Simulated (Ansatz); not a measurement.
**Vanadium, bcc: convergence with Methfessel-Paxton smearing**

Computed with Ansatz, LDA, scalar-relativistic PAW, on the relaxed cell (a = 2.927 Å; spin not included). Errors count from a run at 420 eV on a Γ-centred 25×25×25 mesh with Fermi-Dirac smearing of 0.1 eV, extrapolated to zero width. Fixed here: cutoff 420 eV, mesh 15×15×15. The SCF starts from atomic densities corrected by a trained network.

| width (eV) | E(σ→0) error (meV/atom) | F error (meV/atom) | P (GPa) | SCF iterations |
| --- | --- | --- | --- | --- |
| 0.01 | -3.9 | -3.9 | -0.51 | 6 |
| 0.03 | -3.9 | -3.9 | -0.50 | 6 |
| 0.1 | -3.5 | -3.0 | -0.31 | 6 |
| 0.2 | -2.0 | -1.4 | -0.34 | 6 |
| 0.3 | -0.7 | -0.9 | -0.37 | 6 |
| 0.6 | -2.4 | -8.4 | -0.24 | 5 |
| 1.0 | -16.0 | -24.4 | -0.25 | 6 |
